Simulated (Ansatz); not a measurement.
Relaxation of C$_{3}$H$_{3}$FO (8 atoms, charge 0, multiplicity 1), to a largest force component of 0.02 eV/Å in at most 50 steps.

The calculation used Ansatz, RHF/def2-SVP.

```xyz
8
Properties=species:S:1:pos:R:3:forces:R:3
F -1.354 -0.495 1.685 0.56 0.20 2.09
C -0.894 0.513 0.889 -1.13 6.60 6.19
C -0.046 0.255 -0.065 8.32 0.48 -1.14
C 0.877 -0.582 -0.804 -3.17 -0.18 -1.55
O 0.683 0.892 -0.993 -0.93 -0.10 0.64
H -1.291 1.502 1.139 -0.71 -0.66 -0.77
H 1.740 -0.952 -0.343 1.64 0.52 1.36
H -0.866 -0.349 0.324 -4.59 -6.86 -6.83
```

Q: Where does it end, and by what steps?

A: The forces met the threshold. After 17 steps the energy has fallen by 7.524 eV; H8 moved furthest, 1.18 Å. The start is strongly strained (largest force component 8 eV/Å), so its close contacts needn't be bonds. Parted: C3–H8, C4–O5.

| step | energy less start (eV) | largest force component (eV/Å) | accepted |
| --- | --- | --- | --- |
| 0 | 0.0000 | 8.321 | yes |
| 1 | -2.0886 | 6.163 | yes |
| 2 | -3.5356 | 3.851 | yes |
| 3 | -4.5742 | 3.604 | yes |
| 4 | -5.7441 | 2.982 | yes |
| 5 | -6.5285 | 2.267 | yes |
| 6 | -6.8025 | 5.369 | yes |
| 7 | -7.3014 | 1.535 | yes |
| 8 | -7.4155 | 0.875 | yes |
| 9 | -7.4419 | 0.979 | yes |
| 10 | -7.4552 | 0.636 | yes |
| 11 | -7.4546 | 1.171 | no |
| 12 | -7.5038 | 0.340 | yes |
| 13 | -7.5151 | 0.359 | yes |
| 14 | -7.4935 | 0.624 | no |
| 15 | -7.5237 | 0.095 | yes |
| 16 | -7.5242 | 0.046 | yes |
| 17 | -7.5244 | 0.018 | yes |

```xyz
8
Properties=species:S:1:pos:R:3
F -0.766 -0.759 1.479
C -0.942 0.308 0.652
C 0.192 0.332 -0.348
C 0.952 -0.905 -0.446
O 0.403 1.264 -1.060
H -0.936 1.229 1.230
H 1.837 -0.895 0.197
H -1.891 0.210 0.129
```

Time of the run: 28 s on 1 thread of Arm Neoverse V1, on a shared host, peak memory 0.15 GiB.
